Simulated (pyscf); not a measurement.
Single points on ωB97X-D3(BJ)/def2-SVP structures (PySCF, gas phase).

### Question
PBE/def2-TZVP puts the barrier of silane (SiH₄) + ammonia (NH₃) → silylamine (H₂N–SiH₃) + hydrogen (H₂) (four-centre exchange; singlet surface; H–Si, H–N broken, N–Si, H–H formed) at 37.2 kcal/mol and the reaction energy at -3.6 kcal/mol, from the separated reactants. What do r²SCAN/def2-TZVP, PBE0-D3(BJ)/def2-TZVP, ωB97M-D3(BJ)/def2-TZVP give on the same structures?

### Answer
r²SCAN: ΔE‡ = 39.0 kcal/mol, ΔE = -5.5 kcal/mol; PBE0-D3(BJ): ΔE‡ = 38.7 kcal/mol, ΔE = -4.2 kcal/mol; ωB97M-D3(BJ): ΔE‡ = 41.9 kcal/mol, ΔE = -4.9 kcal/mol. PBE's barrier lies under all of them, by 1.6 to 4.8 kcal/mol. Its reaction energy lies over all of them, by 0.5 to 1.8 kcal/mol. At the saddle there is also a short H–Si contact that neither side keeps. One saddle was located; it need not be the lowest between these sides.
